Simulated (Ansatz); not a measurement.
Several solutions for singlet SO

```xyz
2

S     0.0000    0.0000    0.0000
O     0.0000    0.0000    2.8310
```

Basis set: 6-31G (spherical functions). Charge 0, multiplicity 1.

UHF was run from several starts with Ansatz (development build ahead of 0.2.0).

| run | program | start | converged | energy (hartree) | <S²> |
| --- | --- | --- | --- | --- | --- |
| A | Ansatz | atomic start, no search | yes | -472.05430 | 0.00 |
| B | Ansatz | stability test followed | yes | -472.18223 | 1.95 |
| C | Ansatz | search for the lowest state | yes | -472.25087 | 1.97 |

**Question.** Which runs reached the lowest solution of this kind, and what is wrong with the others?

**Answer.** C reached the lowest solution found. Converged but too high: A by 5.35 eV, B by 1.87 eV. Convergence only shows a stationary point, and even a stable one can lie too high; stability tests and further starts are what find lower ones. Caution: another spin multiplicity may lie lower. Caution: the unrestricted determinant is a mixture of spin states.
